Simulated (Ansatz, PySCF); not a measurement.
System: C3H5 (charge 0, doublet). It need not be the lowest isomer of its formula. SMILES: [CH]1CC1
Geometry: optimised at B3LYP-D3(BJ)/def2-TZVP (Ansatz, a program for electronic structure).

Wanted: atomisation energy (electronic, to ground-state atoms), in kcal/mol. Cores are frozen in the correlated levels unless marked. Open shells are spin-unrestricted. Spin-orbit coupling is left out. No relativistic terms. The coupled-cluster limit lacks core correlation, which all-electron functionals hold. CBS(X,Y): correlation extrapolated as X^-3; Hartree-Fock from the larger set. The bracket is a focal-point correction in the basis named.

```json
[
 {"level": "HF/def2-TZVPD", "program": "PySCF", "atomisation energy (kcal/mol)": "553.3", "minus last row": "-182.1"},
 {"level": "RI-HF/cc-pVQZ", "program": "Ansatz", "atomisation energy (kcal/mol)": "555.0", "minus last row": "-180.4"},
 {"level": "PBE-D3(BJ)/def2-TZVPD", "program": "Ansatz + dftd3", "atomisation energy (kcal/mol)": "759.3", "minus last row": "23.9"},
 {"level": "PBE-D4/def2-TZVPD", "program": "Ansatz + dftd4", "atomisation energy (kcal/mol)": "759.0", "minus last row": "23.6"},
 {"level": "TPSS-D3(BJ)/def2-TZVPD", "program": "PySCF + dftd3", "atomisation energy (kcal/mol)": "749.9", "minus last row": "14.5"},
 {"level": "r2SCAN-D3(BJ)/def2-TZVPD", "program": "Ansatz + dftd3", "atomisation energy (kcal/mol)": "745.0", "minus last row": "9.6"},
 {"level": "PBE0/def2-TZVP", "program": "Ansatz", "atomisation energy (kcal/mol)": "747.0", "minus last row": "11.6"},
 {"level": "PBE0/def2-TZVPD", "program": "Ansatz", "atomisation energy (kcal/mol)": "747.1", "minus last row": "11.7"},
 {"level": "PBE0/def2-QZVPP", "program": "Ansatz", "atomisation energy (kcal/mol)": "747.9", "minus last row": "12.5"},
 {"level": "r2SCAN0-D4/def2-TZVPD", "program": "Ansatz + dftd4", "atomisation energy (kcal/mol)": "737.5", "minus last row": "2.1"},
 {"level": "MN15/def2-TZVPD", "program": "PySCF", "atomisation energy (kcal/mol)": "738.7", "minus last row": "3.3"},
 {"level": "wB97M-V/def2-TZVPD", "program": "Ansatz", "atomisation energy (kcal/mol)": "738.9", "minus last row": "3.5"},
 {"level": "SCS-MP2/6-31G*", "program": "Ansatz", "atomisation energy (kcal/mol)": "675.5", "minus last row": "-59.9"},
 {"level": "CCSD/cc-pVDZ", "program": "Ansatz", "atomisation energy (kcal/mol)": "676.3", "minus last row": "-59.1"},
 {"level": "RI-MP2/CBS(cc-pVTZ,cc-pVQZ)+[CCSD(T)-MP2]/cc-pVTZ", "program": "Ansatz", "atomisation energy (kcal/mol)": "735.4", "minus last row": "0.0"}
]
```
